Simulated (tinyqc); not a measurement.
Ways to converge the cycle: SCF convergence aids in the sto-3g basis, for LiH, spin multiplicity 3. Computed by the program tinyqc with PySCF. 

Geometry (angstrom):
```
atom       x       y       z
Li    0.0000  0.0000  0.0000
H     0.0000  0.0000  1.7900
```

lowest solution found by these runs and by PySCF with stability checks = -7.772937 hartree

UHF with one setting changed at a time; a run stops when the energy changes by less than 1e-09 hartree and the error matrix is below 1e-5. The start is the Wolfsberg-Helmholz matrix. Damping d keeps d of the old density; a shift (hartree) raises the virtual levels; DIIS n extrapolates F over n matrices.

Largest element of the error matrix X^T (FDS - SDF) X:
```
iteration    plain  damping 0.3  damping 0.6  shift 0.4   DIIS 3   DIIS 8
1          1.2e-01      1.2e-01      1.2e-01    1.2e-01  1.2e-01  1.2e-01
2          4.8e-02      6.9e-02      9.1e-02    7.4e-02  4.8e-02  4.8e-02
3          1.8e-02      4.0e-02      6.9e-02    4.4e-02  4.7e-03  4.7e-03
4          7.0e-03      2.3e-02      5.2e-02    2.6e-02  1.4e-03  1.4e-03
5          2.7e-03      1.3e-02      3.9e-02    1.6e-02  1.3e-04  1.1e-04
6          1.2e-03      7.3e-03      3.0e-02    9.5e-03  2.9e-06  4.3e-07
8          2.9e-04      2.4e-03      1.7e-02    4.9e-03        -        -
10         6.9e-05      7.8e-04      9.6e-03    2.6e-03        -        -
14         3.9e-06      1.3e-04      3.1e-03    7.4e-04        -        -
20               -      9.4e-06      5.7e-04    1.1e-04        -        -
30               -            -      5.4e-05          -        -        -
```

How each run ends:
```
run          iterations  E (hartree)         state
plain                14     -7.77294  lowest found
damping 0.3          21     -7.77294  lowest found
damping 0.6          39     -7.77294  lowest found
shift 0.4            28     -7.77294  lowest found
DIIS 3                7     -7.77294  lowest found
DIIS 8                7     -7.77294  lowest found
```

6 of 6 runs reach the lowest solution found, in 7 to 39 iterations (fastest: DIIS 3, DIIS 8). Plain steps already contract here, so damping only slows them. DIIS 3 and DIIS 8 gain by cancelling the error over several earlier matrices, much as a quasi-Newton step does.
